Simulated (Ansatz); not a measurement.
Compare A (`ClCC1=CN1`) with its isomer B (`ClC1=NCC1`).

Calculated with Ansatz (gas phase, PBE0-D4/def2-TZVP geometries, no zero-point term in ΔE). CCSD(T)/CBS is the MP2 limit (def2-TZVPP, def2-QZVPP) plus CCSD(T) − MP2 in def2-TZVPP, frozen cores. DFT in def2-TZVPP. B3LYP here is the variant with VWN-RPA as its local correlation; programs differ in this. Each species was taken in one conformer, which may not be the lowest.

Problem. Which isomer does CCSD(T)/CBS put lower? Give the gap. (An estimate is asked.)

Solution. The calculation gave: B, by 49.6 kcal/mol.

Problem. Give E(B) − E(A) in kcal/mol with CCSD(T)/def2-TZVPP, B3LYP, B3LYP-D4, HF/def2-TZVPP, PBE-D4, B2PLYP, r2SCAN-D4. (Best estimate.)

Solution. Computed: CCSD(T)/def2-TZVPP -51.1, B3LYP -49.0, B3LYP-D4 -49.3, HF/def2-TZVPP -52.6, PBE-D4 -49.7, B2PLYP -50.1, r2SCAN-D4 -51.0. None reverses the order clearly.

Problem. Does the order hold for the free energy at 298.15 K (harmonic terms from PBE0-D4)? (Estimate.)

Solution. Computed: Yes: G(B) − G(A) = -47.3 kcal/mol, for one conformer each.

Largest T1 diagnostic: 0.011.

From r2SCAN to r2SCAN0 (25 % exact exchange), in def2-TZVPP and without D4, E(B) − E(A) moves by −0.9 kcal/mol. At CCSD(T), def2-SVP lies −4.3 kcal/mol from the extrapolated value and def2-TZVPP −1.5 kcal/mol.
